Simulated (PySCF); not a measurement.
## H3Si, SMILES `[SiH3]` (charge 0, multiplicity 2)

All values below come from PBE-D3(BJ)/def2-TZVP // M06-2X/def2-TZVP (PySCF).

```yaml
highest_occupied_spin_orbital: -5.33 eV
dipole_moment: 0.04 D
total_energy: -291.0775 Ha
cost: around 40 core-seconds (rough)
```

Bonded distances (Å): Si1–H2 1.477, Si1–H3 1.477, Si1–H4 1.477. Bond angles (°): H2–Si1–H3 110.9, H2–Si1–H4 110.9, H3–Si1–H4 110.9.
Charge 0, spin multiplicity 2.
